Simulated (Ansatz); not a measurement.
# C4H6O: one species, many methods

One table from this session's results is given with a row withheld; the runs are named, their logs left out.

The runs use Ansatz 0.2.0, Gaussian basis; functionals in def2-TZVPP, the program's frozen cores in correlated methods.

The runs, in order: PBE-D4, r2SCAN-D4, PBE0-D4, B3LYP-D4, ωB97X-V, ωB97M-V, B2PLYP; CCSD(T)/def2-TZVPP; MP2/def2-QZVPP; extrapolation to the limit.

## Structure used throughout

All runs share one geometry, relaxed beforehand with PBE0-D4 in a triple-zeta def2 set.

11 atoms, charge 0, spin multiplicity 1.

Atoms are counted from 1 here; the program's logs count them from 0.

Bond lengths: C1–C2 1.200 Å, C1–H6 1.064 Å, C2–C3 1.462 Å, C3–O4 1.402 Å, C3–H7 1.101 Å, C3–H8 1.093 Å, O4–C5 1.406 Å, C5–H9 1.096 Å, C5–H10 1.099 Å, C5–H11 1.090 Å. Angles: C2–C1–H6 179.6°, C1–C2–C3 179.7°, C2–C3–O4 113.8°, C2–C3–H7 108.8°, C2–C3–H8 109.3°, O4–C3–H7 110.7°, O4–C3–H8 106.4°, H7–C3–H8 107.5°, C3–O4–C5 113.1°, O4–C5–H9 111.6°, O4–C5–H10 111.2°, O4–C5–H11 107.0°, H9–C5–H10 108.7°, H9–C5–H11 109.2°, H10–C5–H11 109.0°.

The first run:

The input, in.yaml:

```yaml
crystal:
  periodic: [false, false, false]
  atoms:
    - {symbol: C, position_ang: [-0.236032, 1.258788, 1.985618]}
    - {symbol: C, position_ang: [-0.038449, 0.276537, 1.325062]}
    - {symbol: C, position_ang: [0.201211, -0.915625, 0.513433]}
    - {symbol: O, position_ang: [0.814001, -0.648513, -0.719298]}
    - {symbol: C, position_ang: [-0.001299, 0.094470, -1.590412]}
    - {symbol: H, position_ang: [-0.405749, 2.128867, 2.574891]}
    - {symbol: H, position_ang: [-0.754045, -1.443345, 0.366783]}
    - {symbol: H, position_ang: [0.871107, -1.590865, 1.051561]}
    - {symbol: H, position_ang: [-0.238576, 1.082062, -1.177838]}
    - {symbol: H, position_ang: [-0.941355, -0.433709, -1.802350]}
    - {symbol: H, position_ang: [0.554285, 0.218232, -2.519451]}
basis:
  gaussian: {orbitals: def2-TZVPP}
hamiltonian: {xc: pbe, dispersion: d4}
output: {forces: true, orbitals: {seedname: orbitals}}
```

Command:

```bash
ansatz run in.yaml --threads 4 --pin off --events-out ev --progress --plain --max-ram 10444MiB
```

Steps of the session up to this table: PBE-D4 (GGA); r2SCAN-D4 (meta-GGA); PBE0-D4 (hybrid); B3LYP-D4 (hybrid); ωB97X-V (range-separated); ωB97M-V (range-separated); B2PLYP (double hybrid); CCSD(T) in def2-TZVPP; MP2 in def2-QZVPP.

One of the session's tables, all rows but one given; the rest of the session is left out.

| method | atomisation energy (kJ/mol) |
| --- | --- |
| PBE-D4 | 4667.3 |
| r2SCAN-D4 | 4541.3 |
| PBE0-D4 | 4562.6 |
| B3LYP-D4 | 4535.5 |
| ωB97X-V | 4528.0 |
| ωB97M-V | 4543.8 |
| B2PLYP | 4499.0 |
| HF/def2-TZVPP | ? |
| MP2/def2-TZVPP | 4517.4 |
| CCSD/def2-TZVPP | 4341.4 |
| CCSD(T)/def2-TZVPP | 4417.6 |
| MP2/CBS | 4628.6 |
| CCSD(T)/CBS | 4528.8 |

**Question.** Estimate the row for HF/def2-TZVPP.

As computed: atomisation energy (kJ/mol): 3268.3. In the column «atomisation energy (kJ/mol)» it is the lowest.
